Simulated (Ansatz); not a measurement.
Consider the hydrogenolysis of a C–F bond: `FC1OCO1` + H₂ → `C1OCO1` + H–F.

Gas-phase electronic energies from Ansatz, PBE0-D4/def2-TZVP geometries. CCSD(T)/CBS is the MP2 limit (def2-TZVPP, def2-QZVPP) plus CCSD(T) − MP2 in def2-TZVPP, frozen cores. This one scheme is used for every species. Functionals use def2-TZVPP. B3LYP here is the variant with VWN-RPA as its local correlation; programs differ in this. HSE06 is defined as in plane-wave codes.

`FC1OCO1`:

Z-matrix (Å, degrees):
```
C
O 1 1.392
C 1 1.936 2 47.2
F 1 1.350 2 112.2 3 -115.6
O 1 1.392 2 94.4 3 0.6
H 1 1.095 2 115.4 3 121.3
H 3 1.095 1 124.3 2 -90.4
H 3 1.094 1 123.8 2 89.6
```

H₂:

Cartesian coordinates in Å:
```
H -0.188 0.158 0.281
H 0.188 -0.158 -0.281
```

`C1OCO1`:

Cartesian coordinates in Å:
```
C -0.356 -0.785 -0.453
O -0.940 0.219 0.358
C 0.356 0.785 0.453
O 0.940 -0.221 -0.355
H -0.422 -1.787 -0.009
H -0.746 -0.788 -1.480
H 0.746 0.792 1.480
H 0.421 1.786 0.006
```

H–F:

Z-matrix (Å, degrees):
```
F
H 1 0.920
```

```json
{"level": "LDA (SPW92)", "ΔE (kJ/mol)": "-7.6", "difference from CCSD(T)/CBS": "24.7"}
{"level": "PBE-D4", "ΔE (kJ/mol)": "-16.5", "difference from CCSD(T)/CBS": "15.8"}
{"level": "revPBE-D4", "ΔE (kJ/mol)": "-17.3", "difference from CCSD(T)/CBS": "15.0"}
{"level": "BLYP-D4", "ΔE (kJ/mol)": "-17.1", "difference from CCSD(T)/CBS": "15.2"}
{"level": "r2SCAN-D4", "ΔE (kJ/mol)": "-12.1", "difference from CCSD(T)/CBS": "20.2"}
{"level": "B97M-V", "ΔE (kJ/mol)": "-16.2", "difference from CCSD(T)/CBS": "16.1"}
{"level": "PBE0-D4", "ΔE (kJ/mol)": "-23.7", "difference from CCSD(T)/CBS": "8.6"}
{"level": "B3LYP-D4", "ΔE (kJ/mol)": "-22.5", "difference from CCSD(T)/CBS": "9.8"}
{"level": "r2SCANh-D4", "ΔE (kJ/mol)": "-15.3", "difference from CCSD(T)/CBS": "17.0"}
{"level": "r2SCAN0-D4", "ΔE (kJ/mol)": "-19.6", "difference from CCSD(T)/CBS": "12.7"}
{"level": "HSE06-D4", "ΔE (kJ/mol)": "-23.7", "difference from CCSD(T)/CBS": "8.6"}
{"level": "BHLYP-D4", "ΔE (kJ/mol)": "-26.7", "difference from CCSD(T)/CBS": "5.6"}
{"level": "ωB97X-V", "ΔE (kJ/mol)": "-18.1", "difference from CCSD(T)/CBS": "14.2"}
{"level": "ωB97M-V", "ΔE (kJ/mol)": "-19.6", "difference from CCSD(T)/CBS": "12.7"}
{"level": "B2PLYP", "ΔE (kJ/mol)": "-25.6", "difference from CCSD(T)/CBS": "6.7"}
{"level": "PBE-QIDH", "ΔE (kJ/mol)": "-28.0", "difference from CCSD(T)/CBS": "4.3"}
{"level": "PBE", "ΔE (kJ/mol)": "-17.6", "difference from CCSD(T)/CBS": "14.7"}
{"level": "revPBE", "ΔE (kJ/mol)": "-20.9", "difference from CCSD(T)/CBS": "11.4"}
{"level": "BLYP", "ΔE (kJ/mol)": "-19.6", "difference from CCSD(T)/CBS": "12.7"}
{"level": "r2SCAN", "ΔE (kJ/mol)": "-12.4", "difference from CCSD(T)/CBS": "19.9"}
{"level": "PBE0", "ΔE (kJ/mol)": "-24.6", "difference from CCSD(T)/CBS": "7.7"}
{"level": "B3LYP", "ΔE (kJ/mol)": "-24.3", "difference from CCSD(T)/CBS": "8.0"}
{"level": "r2SCANh", "ΔE (kJ/mol)": "-15.6", "difference from CCSD(T)/CBS": "16.7"}
{"level": "BHLYP", "ΔE (kJ/mol)": "-28.0", "difference from CCSD(T)/CBS": "4.3"}
{"level": "CAM-B3LYP", "ΔE (kJ/mol)": "-20.9", "difference from CCSD(T)/CBS": "11.4"}
{"level": "LC-ωPBE", "ΔE (kJ/mol)": "-23.9", "difference from CCSD(T)/CBS": "8.4"}
{"level": "RPA@PBE/def2-TZVPP", "ΔE (kJ/mol)": "-26.4", "difference from CCSD(T)/CBS": "5.9"}
{"level": "HF/def2-SVP", "ΔE (kJ/mol)": "-21.1", "difference from CCSD(T)/CBS": "11.2"}
{"level": "CCSD/def2-SVP", "ΔE (kJ/mol)": "-14.5", "difference from CCSD(T)/CBS": "17.8"}
{"level": "CCSD(T)/def2-SVP", "ΔE (kJ/mol)": "-10.1", "difference from CCSD(T)/CBS": "22.2"}
{"level": "MP2/def2-TZVPP", "ΔE (kJ/mol)": "-31.2", "difference from CCSD(T)/CBS": "1.1"}
{"level": "SCS-MP2/def2-TZVPP", "ΔE (kJ/mol)": "-31.1", "difference from CCSD(T)/CBS": "1.2"}
{"level": "CCSD/def2-TZVPP", "ΔE (kJ/mol)": "-31.5", "difference from CCSD(T)/CBS": "0.8"}
{"level": "CCSD(T)/def2-TZVPP", "ΔE (kJ/mol)": "-27.6", "difference from CCSD(T)/CBS": "4.7"}
{"level": "HF/def2-QZVPP", "ΔE (kJ/mol)": "-31.1", "difference from CCSD(T)/CBS": "1.2"}
{"level": "MP2/def2-QZVPP", "ΔE (kJ/mol)": "-34.1", "difference from CCSD(T)/CBS": "-1.8"}
{"level": "SCS-MP2/def2-QZVPP", "ΔE (kJ/mol)": "-34.1", "difference from CCSD(T)/CBS": "-1.8"}
{"level": "HF/CBS(def2)", "ΔE (kJ/mol)": "-31.2", "difference from CCSD(T)/CBS": "1.1"}
{"level": "MP2/CBS(def2)", "ΔE (kJ/mol)": "-35.9", "difference from CCSD(T)/CBS": "-3.6"}
{"level": "CCSD/CBS(def2)", "ΔE (kJ/mol)": "-36.2", "difference from CCSD(T)/CBS": "-3.9"}
{"level": "CCSD(T)/CBS", "ΔE (kJ/mol)": "-32.3", "difference from CCSD(T)/CBS": "0"}
```

Largest T1 diagnostic among the species: 0.012.

From PBE to PBE0 (25 % exact exchange), in def2-TZVPP and without D4, ΔE moves by −7.0 kJ/mol. Leaving LDA and LC-ωPBE aside and taking each functional with its dispersion term where it has one, the values spread over 15.9 kJ/mol, from PBE-QIDH to r2SCAN-D4. LDA lies +10.0 kJ/mol from PBE without D4.
